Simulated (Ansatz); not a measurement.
# N2H3 (hydrazinyl radical): from total energies to a heat of formation

N2H3: 5 atoms, total charge 0, spin state doublet. SMILES: `[NH]N`. Geometry: relaxed at PBE0-D4/def2-TZVP. This is one conformer, not always the lowest.

Total energies at U-wB97X/def2-TZVP (Ansatz 0.2.0); the atoms run unrestricted:

| species | state | energy (Eh) |
| --- | --- | --- |
| N2H3 | doublet | -111.245331 |
| N | quartet | -54.591594 |
| H | doublet | -0.501393 |

Harmonic wavenumbers at UPBE0-D4/def2-TZVP, in cm⁻¹: 558, 706, 1145, 1284, 1486, 1668, 3451, 3514, 3657.

Measured heats of formation of the gaseous atoms at 298.15 K, in kJ/mol: N 472.4, H 218.0. Take 1 Eh = 2625.50 kJ/mol, 1 cm⁻¹ = 0.0119627 kJ/mol, RT = 2.479 kJ/mol.

**Question.** What heat of formation follows?

**Answer.** 
1. Electronic atomisation energy: 2 × (-54.591594) + 3 × (-0.501393) − (-111.245331) = 0.557964 Eh = 1464.9 kJ/mol.
2. Zero-point energy: half the sum of the wavenumbers, 8734.5 cm⁻¹ = 104.5 kJ/mol.
3. Thermal vibrational enthalpy, Σ hcν̃/(exp(hcν̃/kT) − 1): 0.9 kJ/mol. Translation, rotation and pV of a non-linear molecule: 4 RT = 9.9 kJ/mol.
4. The 5 free atoms carry 5/2 RT each: 31.0 kJ/mol.
5. Atomisation enthalpy at 298 K: 1464.9 − 104.5 − 0.9 − 9.9 + 31.0 = 1380.6 kJ/mol.
6. Sum of the atoms' heats of formation: 1598.8 kJ/mol. Heat of formation: 1598.8 − 1380.6 = +218.2 kJ/mol.

The tabulated value is +224.9 kJ/mol (Active Thermochemical Tables), so this level is off by -6.7 kJ/mol, or 0.5 % of the atomisation enthalpy that the table implies (1374.0 kJ/mol). Anharmonicity and any spin-orbit splitting of the molecule are left out.
